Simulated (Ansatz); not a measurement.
Defect calculation, host Pt

All numbers below come from DFT PBEsol, scalar-relativistic, plane waves, PAW in Ansatz 0.2.0. Run with 420 eV cutoff, 4×4×4 k-mesh, Gaussian smearing of 0.10 eV, no spin polarisation.

Host crystal, relaxed:

```
Pt
1.0
     0.00000    1.95899    1.95899
     1.95899    0.00000    1.95899
     1.95899    1.95899    0.00000
Pt
1
Direct
  0.00000 0.00000 0.00000
```

Supercell of 27 atoms, rows in host cell vectors: 0 -3 3; 0 0 3; -3 0 3. Atoms relax at the host's cell from a start displaced at random by 0.06 Å near the defect, so other minima may exist. The cell is small, so energies carry finite-size errors of tenths of an eV. The host is a metal. Atoms are taken from and returned to the elements' standard states.

Spin-orbit coupling is left out, which matters for the bands and energies of heavy elements.

The defect is an interstitial at (0.500, 0.500, 0.500) of the host cell.

| charge | E_f at the valence band top (eV) | moment (μB) | largest move (Å) | atoms near the site |
| --- | --- | --- | --- | --- |
| 0 | 8.65 | 0.00 | 0.38 | 6 Pt at 2.34 Å |

Q: Which element is it? Judge by the nearest distance in charge 0 and covalent radii.
A. Ta
B. Sr
C. W
D. Pt
E. Cs

A: D. The nearest neighbour is Pt at 2.34 Å, and the summed covalent radii with Pt are 3.80 Å for Cs, 2.72 Å for Pt, 3.31 Å for Sr, 3.06 Å for Ta, 2.98 Å for W, so Pt fits best. Bonds can miss such sums by a tenth of an ångström or more.

Cost: 2 runs of about 72 core-minutes in all, on Intel Xeon Processor @ 2.70GHz (shared hosts).